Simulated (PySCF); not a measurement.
# C2H2P3−: magnetic properties

Wanted: magnetic properties for C2H2P3− (`c1ppc[p-]1`).

Computed with PySCF 2.14.0 and routines of our own; the level stands in each step. Atoms count from 0.

## (1) The system as given

7 atoms, charge -1, multiplicity 1; geometry from: GFN2-xTB.

## (2) Optimising the geometry at PBE0-D3(BJ)/def2-SVP

Job settings and geometry (Å):

```
{"job": {"xc": "PBE0", "basis": "def2-SVP", "d3": "d3bj", "grid": 1, "kind": "geom"}, "charge": -1, "multiplicity": 1}
C      1.164357     0.596050    -0.053285
P      0.312266     0.952995    -1.510188
P     -1.442767    -0.113970    -1.094449
C     -0.996958    -0.717814     0.459027
P      0.520950    -0.384614     1.217174
H      2.158755     1.012575     0.066655
H     -1.713270    -1.340318     0.984310
```

On the command line:

```bash
$ OMP_NUM_THREADS=1 python excited_run.py task.json out
```

The driver reads the jobs from task.json and runs them one after another.

The log of the run:

```text
step   0  E = -1100.68203878  max force = 0.009869
step   1  E = -1100.68319534  max force = 0.001917
step   2  E = -1100.68320606  max force = 0.000835
step   3  E = -1100.68321541  max force = 0.000156
optimisation converged
```

Run time: 18 s. Hardware: 1 thread of Intel Xeon Platinum 8259CL at 2.50GHz, shared host; peak memory 0.53 GiB.

Relaxation path:

| step | energy from step 0 (eV) | largest force component (eV/Å) |
| --- | --- | --- |
| 0 | 0.0000 | 0.5075 |
| 1 | -0.0315 | 0.0986 |
| 2 | -0.0318 | 0.0429 |
| 3 | -0.0320 | 0.0080 |

Distances of close pairs at the start and the end, largest changes first:

| bond | before (Å) | after (Å) | change (Å) |
| --- | --- | --- | --- |
| P1–P2 | 2.096 | 2.123 | +0.028 |
| P2–C3 | 1.725 | 1.742 | +0.017 |
| C0–P1 | 1.725 | 1.742 | +0.016 |
| C3–H6 | 1.085 | 1.099 | +0.014 |
| C0–H5 | 1.085 | 1.099 | +0.014 |
| C0–P4 | 1.729 | 1.741 | +0.012 |
| C3–P4 | 1.729 | 1.741 | +0.012 |

The final coordinates are the input of the step that follows.

| at the end point | value |
| --- | --- |
| point group (found at 0.08 Å tolerance) | C2v |
| rotational constants (GHz, main isotopes) | 4.139, 2.759, 1.655 |

## (3) Magnetic properties: GIAO B3LYP/aug-pcSseg-1

Job settings and geometry (Å):

```
{"job": {"kind": "mag", "xc": "B3LYP", "basis": "aug-pcSseg-1", "isotopologues": 2}, "charge": -1, "multiplicity": 1}
C      1.202944     0.591283    -0.057390
P      0.345199     0.946801    -1.530804
P     -1.430063    -0.143140    -1.120652
C     -0.989752    -0.753522     0.450169
P      0.537832    -0.402749     1.207829
H      2.208938     1.012547     0.078501
H     -1.708695    -1.388853     0.986456
```

Method: GIAO B3LYP/aug-pcSseg-1 magnetisability, rotational g tensor and spin-rotation constants, non-relativistic, gas phase.

The log of the run:

```text
coarse grid: 8288 points
cycle   1  E = -1101.4384082994  dE =  5.709e-01  |g| = 4.960e-01  |ddm| = 4.005e+00
cycle   2  E = -1101.2457179335  dE =  1.927e-01  |g| = 9.410e-01  |ddm| = 2.126e+00
cycle   3  E = -1101.5144215693  dE = -2.687e-01  |g| = 1.023e-01  |ddm| = 1.384e+00
cycle   4  E = -1101.5167878013  dE = -2.366e-03  |g| = 6.605e-02  |ddm| = 3.085e-01
cycle   5  E = -1101.5183011372  dE = -1.513e-03  |g| = 1.609e-02  |ddm| = 1.347e-01
cycle   6  E = -1101.5183813544  dE = -8.022e-05  |g| = 4.757e-03  |ddm| = 4.148e-02
cycle   7  E = -1101.5183879777  dE = -6.623e-06  |g| = 7.239e-04  |ddm| = 1.064e-02
final grid: 68944 points
cycle   8  E = -1101.5490837693  dE = -6.300e-06  |g| = 3.115e-03  |ddm| = 5.145e-02
cycle   9  E = -1101.5490778598  dE =  5.910e-06  |g| = 5.383e-03  |ddm| = 1.255e-02
cycle  10  E = -1101.5490861438  dE = -8.284e-06  |g| = 9.665e-04  |ddm| = 8.237e-03
cycle  11  E = -1101.5490864124  dE = -2.686e-07  |g| = 2.310e-04  |ddm| = 1.924e-03
cycle  12  E = -1101.5490864293  dE = -1.691e-08  |g| = 8.372e-05  |ddm| = 4.960e-04
cycle  13  E = -1101.5490864312  dE = -1.914e-09  |g| = 2.510e-05  |ddm| = 1.522e-04
cycle  14  E = -1101.5490864313  dE = -7.981e-11  |g| = 1.961e-05  |ddm| = 6.644e-05
converged SCF energy = -1101.5490864313

Magnetisability tensor (1e-30 J/T^2)
    -1047.03      530.33      221.16
      530.33    -1831.33     -514.19
      221.16     -514.19    -1181.43
isotropic -1353.26   principal values   -2363.08   -923.80   -772.91
isotropic susceptibility -81.495 1e-6 cm^3/mol

Inertial axes            a          b          c
rot. const./GHz      4.1387     2.7589     1.6554
chi total           -55.633    -46.546   -142.308
chi diamagnetic    -386.262   -499.104   -777.580
chi paramagnetic    330.629    452.558    635.272
quadrupole/D A      -11.057      4.664      6.392
g nuclear            0.5395     0.4939     0.5121
g electronic        -0.6429    -0.5866    -0.4940
g total             -0.1034    -0.0927     0.0181

Spin-rotation constants (kHz, H = +C I.J)
atom  isotope        aa         bb         cc
  1    31P       12.482      7.138      2.497
  2    31P       12.477      7.136      2.496
  4    31P       10.085      7.786      2.560
  5     1H       -0.221      0.390     -0.141
  6     1H       -0.221      0.390     -0.141
  0    13C*       1.703      1.768      0.284
* in the singly substituted isotopologue

Isotopologues: g along a, b, c
2H    at 5,6               -0.0948    -0.0918     0.0173
13C   at 0                 -0.1020    -0.0925     0.0179
```

It took 29 s on 1 thread of Intel Xeon Platinum 8259CL at 2.50GHz, shared host; peak memory 0.82 GiB.

Key values:

| quantity | value |
| --- | --- |
| magnetisability | -1353·10⁻³⁰ J/T² |
| molar susceptibility | -81.5·10⁻⁶ cm³/mol |
| rotational g (a, b, c) | -0.1034, -0.0927, 0.0181 |

## (4) Magnetic properties: GIAO wB97X/ANO-RCC-VDZP

Settings changed since step 3:

```diff
@@ -1,2 +1,2 @@
-{"job": {"kind": "mag", "xc": "B3LYP", "basis": "aug-pcSseg-1", "isotopologues": 2}, "charge": -1, "multiplicity": 1}
+{"job": {"kind": "mag", "xc": "wB97X", "basis": "ANO-RCC-VDZP"}, "charge": -1, "multiplicity": 1}
 C      1.202944     0.591283    -0.057390
```

Level: GIAO wB97X/ANO-RCC-VDZP magnetisability, rotational g tensor and spin-rotation constants, non-relativistic, gas phase.

The log of the run:

```text
coarse grid: 8288 points
cycle   1  E = -1100.9295337893  dE =  6.553e-01  |g| = 2.320e-01  |ddm| = 4.186e+00
cycle   2  E = -1100.9527431079  dE = -2.321e-02  |g| = 1.252e-01  |ddm| = 5.496e-01
cycle   3  E = -1100.9577128877  dE = -4.970e-03  |g| = 4.010e-02  |ddm| = 1.751e-01
cycle   4  E = -1100.9583157215  dE = -6.028e-04  |g| = 1.600e-02  |ddm| = 1.092e-01
cycle   5  E = -1100.9584091073  dE = -9.339e-05  |g| = 5.112e-03  |ddm| = 2.909e-02
cycle   6  E = -1100.9584195280  dE = -1.042e-05  |g| = 1.448e-03  |ddm| = 1.086e-02
cycle   7  E = -1100.9584207678  dE = -1.240e-06  |g| = 6.858e-04  |ddm| = 4.574e-03
final grid: 68944 points
cycle   8  E = -1100.9710643610  dE = -6.039e-05  |g| = 3.953e-03  |ddm| = 2.928e-02
cycle   9  E = -1100.9710689094  dE = -4.548e-06  |g| = 2.126e-03  |ddm| = 9.665e-03
cycle  10  E = -1100.9710706318  dE = -1.722e-06  |g| = 1.027e-03  |ddm| = 3.627e-03
cycle  11  E = -1100.9710710965  dE = -4.646e-07  |g| = 3.628e-04  |ddm| = 2.047e-03
cycle  12  E = -1100.9710712262  dE = -1.297e-07  |g| = 1.413e-04  |ddm| = 1.297e-03
cycle  13  E = -1100.9710712579  dE = -3.167e-08  |g| = 3.336e-05  |ddm| = 8.656e-04
cycle  14  E = -1100.9710712599  dE = -2.027e-09  |g| = 1.090e-05  |ddm| = 2.183e-04
cycle  15  E = -1100.9710712600  dE = -1.112e-10  |g| = 6.082e-06  |ddm| = 4.595e-05
converged SCF energy = -1100.9710712600

Magnetisability tensor (1e-30 J/T^2)
    -1034.99      519.14      215.87
      519.14    -1802.36     -502.72
      215.87     -502.72    -1167.63
isotropic -1335.00   principal values   -2322.57   -915.89   -766.53
isotropic susceptibility -80.395 1e-6 cm^3/mol

Inertial axes            a          b          c
rot. const./GHz      4.1387     2.7589     1.6554
chi total           -55.156    -46.161   -139.868
chi diamagnetic    -382.520   -495.360   -773.298
chi paramagnetic    327.363    449.199    633.430
quadrupole/D A      -10.749      4.968      5.782
g nuclear            0.5395     0.4939     0.5121
g electronic        -0.6365    -0.5822    -0.4926
g total             -0.0970    -0.0883     0.0195

Spin-rotation constants (kHz, H = +C I.J)
atom  isotope        aa         bb         cc
  1    31P       11.528      6.425      2.109
  2    31P       11.525      6.423      2.108
  4    31P        8.971      6.980      2.271
  5     1H       -0.205      0.397     -0.133
  6     1H       -0.205      0.397     -0.133
  0    13C*       1.646      1.747      0.244
* in the singly substituted isotopologue
```

Wall time 41 s (1 thread of Intel Xeon Platinum 8259CL at 2.50GHz, shared host); peak memory 0.52 GiB.

From this job:

| quantity | value |
| --- | --- |
| magnetisability | -1335·10⁻³⁰ J/T² |
| molar susceptibility | -80.4·10⁻⁶ cm³/mol |
| rotational g (a, b, c) | -0.0970, -0.0883, 0.0195 |

## (5) Magnetic properties: GIAO CAM-B3LYP/Sadlej pVTZ

Settings changed since step 4:

```diff
@@ -1,2 +1,2 @@
-{"job": {"kind": "mag", "xc": "wB97X", "basis": "ANO-RCC-VDZP"}, "charge": -1, "multiplicity": 1}
+{"job": {"kind": "mag", "xc": "CAM-B3LYP", "basis": "Sadlej pVTZ"}, "charge": -1, "multiplicity": 1}
 C      1.202944     0.591283    -0.057390
```

With the program's defaults for keys left out, this is: GIAO CAM-B3LYP/Sadlej pVTZ magnetisability, rotational g tensor and spin-rotation constants, non-relativistic, gas phase.

The log of the run:

```text
coarse grid: 8288 points
cycle   1  E = -1101.4785233675  dE =  5.997e-01  |g| = 3.419e-01  |ddm| = 1.299e+01
cycle   2  E = -1101.4827842811  dE = -4.261e-03  |g| = 3.474e-01  |ddm| = 1.536e+00
cycle   3  E = -1101.5165294279  dE = -3.375e-02  |g| = 7.377e-02  |ddm| = 9.156e-01
cycle   4  E = -1101.5178948506  dE = -1.365e-03  |g| = 2.988e-02  |ddm| = 2.025e-01
cycle   5  E = -1101.5181901336  dE = -2.953e-04  |g| = 7.441e-03  |ddm| = 7.043e-02
cycle   6  E = -1101.5182102996  dE = -2.017e-05  |g| = 3.428e-03  |ddm| = 2.777e-02
cycle   7  E = -1101.5182143043  dE = -4.005e-06  |g| = 4.572e-04  |ddm| = 9.311e-03
final grid: 68944 points
cycle   8  E = -1101.5231816475  dE = -5.432e-06  |g| = 1.673e-03  |ddm| = 1.465e-01
cycle   9  E = -1101.5231810564  dE =  5.911e-07  |g| = 2.332e-03  |ddm| = 1.456e-02
cycle  10  E = -1101.5231825744  dE = -1.518e-06  |g| = 1.800e-04  |ddm| = 4.867e-03
cycle  11  E = -1101.5231825857  dE = -1.129e-08  |g| = 1.150e-04  |ddm| = 9.286e-04
cycle  12  E = -1101.5231825906  dE = -4.881e-09  |g| = 3.445e-05  |ddm| = 4.406e-04
cycle  13  E = -1101.5231825912  dE = -6.048e-10  |g| = 1.546e-05  |ddm| = 2.186e-04
converged SCF energy = -1101.5231825912

Magnetisability tensor (1e-30 J/T^2)
    -1075.08      543.13      189.11
      543.13    -1856.48     -491.83
      189.11     -491.83    -1273.34
isotropic -1401.63   principal values   -2382.73  -1036.49   -785.68
isotropic susceptibility -84.408 1e-6 cm^3/mol

Inertial axes            a          b          c
rot. const./GHz      4.1387     2.7589     1.6554
chi total           -62.419    -47.315   -143.491
chi diamagnetic    -386.035   -498.648   -777.564
chi paramagnetic    323.616    451.334    634.073
quadrupole/D A      -11.046      4.285      6.761
g nuclear            0.5395     0.4939     0.5121
g electronic        -0.6292    -0.5850    -0.4931
g total             -0.0897    -0.0911     0.0190

Spin-rotation constants (kHz, H = +C I.J)
atom  isotope        aa         bb         cc
  1    31P       12.509      7.005      2.339
  2    31P       12.504      7.003      2.338
  4    31P        9.817      7.589      2.454
  5     1H       -0.240      0.400     -0.140
  6     1H       -0.240      0.401     -0.140
  0    13C*       1.641      1.733      0.223
* in the singly substituted isotopologue
```

Wall time 46 s (1 thread of Intel Xeon Platinum 8259CL at 2.50GHz, shared host); peak memory 0.8 GiB.

In short:

| quantity | value |
| --- | --- |
| magnetisability | -1402·10⁻³⁰ J/T² |
| molar susceptibility | -84.4·10⁻⁶ cm³/mol |
| rotational g (a, b, c) | -0.0897, -0.0911, 0.0190 |

## (6) The levels compared

| level | ξ (10⁻³⁰ J/T²) | g(a) | g(b) | gap (eV) | functions | time |
| --- | --- | --- | --- | --- | --- | --- |
| GIAO B3LYP/aug-pcSseg-1 | -1353 | -0.1034 | -0.0927 | 4.02 | 169 | 29 s |
| GIAO wB97X/ANO-RCC-VDZP | -1335 | -0.0970 | -0.0883 | 8.85 | 92 | 41 s |
| GIAO CAM-B3LYP/Sadlej pVTZ | -1402 | -0.0897 | -0.0911 | 5.82 | 162 | 46 s |

## (7) Results

| quantity | value |
| --- | --- |
| point group | C2v |
| rotational constants (main isotopes) | 4.14, 2.76, 1.66 GHz |
| magnetisability (step 3, GIAO B3LYP/aug-pcSseg-1) | -1353·10⁻³⁰ J/T² |
| molar susceptibility (step 3, GIAO B3LYP/aug-pcSseg-1) | -81.5·10⁻⁶ cm³/mol |
| rotational g (a, b, c) (step 3, GIAO B3LYP/aug-pcSseg-1) | -0.1034, -0.0927, 0.0181 |
| magnetisability over the levels | -1402 to -1335·10⁻³⁰ J/T² |

In words: The optimisation took 3 steps and gained 0.032 eV; among the close pairs (by a distance rule), P1–P2 changed most, from 2.096 to 2.123 Å. For an ion, the motion of the centre of mass in the field is left out. The magnetisability spreads by 4.9 % over 3 levels, from GIAO CAM-B3LYP/Sadlej pVTZ (46 s) to GIAO wB97X/ANO-RCC-VDZP (41 s); the runs took 29 s to 46 s. Vibrational averaging and real surroundings are missing from these values.
